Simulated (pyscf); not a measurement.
F–CH(F)–Cl + F–C:–F [singlet] → F–CH(F)–C(F)(F)–Cl, an insertion (singlet surface; C–H broken, C–C, C–H formed). Single points on ωB97X-D3(BJ)/def2-SVP structures (PySCF, gas phase). Energies in kcal/mol from the separated reactants.

Small-basis levels: PySCF, no dispersion term, spherical d functions. AM1 to PM7: differences of heats of formation from MOPAC. Cost: rough CPU time at the saddle relative to B3LYP/6-31G*, from one job on a shared machine.

| level | barrier | reaction energy | cost |
|---|---|---|---|
| HF/3-21G | 65.5 | -54.8 | 0.06 |
| PBE/6-31G* | (withheld) | -61.0 | 1 |
| B3LYP/LANL2DZ | 30.8 | -63.0 | 0.7 |
| B3LYP/6-311+G** | 34.0 | -53.3 | 2 |
| PBE/def2-SVP | 18.9 | -61.5 | 1 |
| AM1 | 32.9 | -19.6 | under 0.02 |
| PM6 | 43.3 | -36.9 | under 0.02 |
| ωB97M-D3(BJ)/def2-TZVP | (withheld) | -54.1 | – |

### Question
Some entries are withheld; supply them.

### Answer

- PBE/6-31G*, barrier: 21.6
- ωB97M-D3(BJ)/def2-TZVP, barrier: 39.5

Against the last row the barrier runs from -20.6 (PBE/def2-SVP) to +26.0 kcal/mol (HF/3-21G). ωB97M-D3(BJ)/def2-TZVP has limits of its own. F–CH(F)–C(F)(F)–Cl lies 5.0 kcal/mol over its isomer F–CH(Cl)–C(F)(F)–F (electronic energy, ωB97M-D3(BJ)). This is the saddle that the search found; another between the same sides may lie lower. A restricted solution here is unstable towards spin polarisation, so biradical character is likely and single-reference numbers are less safe.
